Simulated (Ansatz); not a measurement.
Basis-set extrapolation for CH5AlO, SMILES `[CH3][AlH][OH]` (PBE0-D4/def2-TZVP geometry, frozen core, Ansatz). Multiplicity 1, RHF reference.

```csv
,def2-TZVPP,def2-QZVPP
HF,-357.677660,-357.690876
MP2 correlation,-0.507203,-0.544736
CCSD(T) correlation,-0.552179,not run
```

Energies in hartree. Use E(X) = E(∞) + A·exp(−7.88·√X) for Hartree–Fock and E(X) = E(∞) + B·X^(−2.97) for correlation, with X = 3 and 4, and add CCSD(T) minus MP2 of the smaller set to the MP2 limit.

Q: What is the CCSD(T) energy at the basis-set limit?

A: HF limit: -357.690876 + (-0.013216) × 0.13774 = -357.69270. MP2 limit: -0.544736 + (-0.037533) × 0.74074 = -0.57254. Higher-order term: -0.552179 − (-0.507203) = -0.04498. Total: -358.31022 hartree, 211.0 kJ/mol below CCSD(T)/def2-TZVPP.
